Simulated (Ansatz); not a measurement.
Basis-set extrapolation for `C=C[N]C` radical (PBE0-D4/def2-TZVP geometry, frozen core, Ansatz). Multiplicity 2, UHF reference.

```
                      def2-TZVPP   def2-QZVPP
                 HF  -171.565737  -171.573738
    MP2 correlation    -0.656150    -0.700849
CCSD(T) correlation    -0.737392      not run
```

Energies in hartree. Use E(X) = E(∞) + A·exp(−7.88·√X) for Hartree–Fock and E(X) = E(∞) + B·X^(−2.97) for correlation, with X = 3 and 4, and add CCSD(T) minus MP2 of the smaller set to the MP2 limit.

Q: What is the CCSD(T) energy at the basis-set limit?

A: HF limit: -171.573738 + (-0.008001) × 0.13774 = -171.57484. MP2 limit: -0.700849 + (-0.044699) × 0.74074 = -0.73396. Higher-order term: -0.737392 − (-0.656150) = -0.08124. Total: -172.39004 hartree, 228.2 kJ/mol below CCSD(T)/def2-TZVPP.

The UHF reference is spin-contaminated (⟨S²⟩ = 0.96, T1 = 0.027).
